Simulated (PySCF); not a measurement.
# CHClF2: the cost of one run

Programs: PySCF 2.14.0, with density-fitted response routines of our own. Each step states its level of theory. These are calculated values for one molecule in the gas phase, unless marked as measured. Atoms are numbered from 0 throughout.

## 1. The starting structure

5 atoms, charge 0, multiplicity 1; geometry from: MMFF94s. The atoms were then displaced at random by about 0.03 Å, so the start is not that level's minimum.

Bonds of the start (Å): F0–C1 1.27, C1–F2 1.38, C1–Cl3 1.87, C1–H4 1.07.

## 2. Optimising the geometry at PBE0-D3(BJ)/def2-SVP

The job: settings as JSON, then the geometry in Å.

```
{"job": {"xc": "PBE0", "basis": "def2-SVP", "d3": "d3bj", "grid": 1, "shake": 0.03, "kind": "geom"}, "charge": 0, "multiplicity": 1}
F     -0.495500     1.045200    -0.523150
C     -0.095390    -0.005780     0.063520
F     -0.783550    -1.057040    -0.505720
Cl     1.756380    -0.125020    -0.204860
H     -0.307090     0.032160     1.108090
```

The run is started by

```sh
> OMP_NUM_THREADS=1 python probes_run.py task.json out
```

The driver reads the jobs from task.json and runs them one after another.

Q: Estimate the wall time and peak memory of this first job on 1 thread of Arm Neoverse V1, shared host.

About 7.6 s, with a peak of 0.28 GiB.
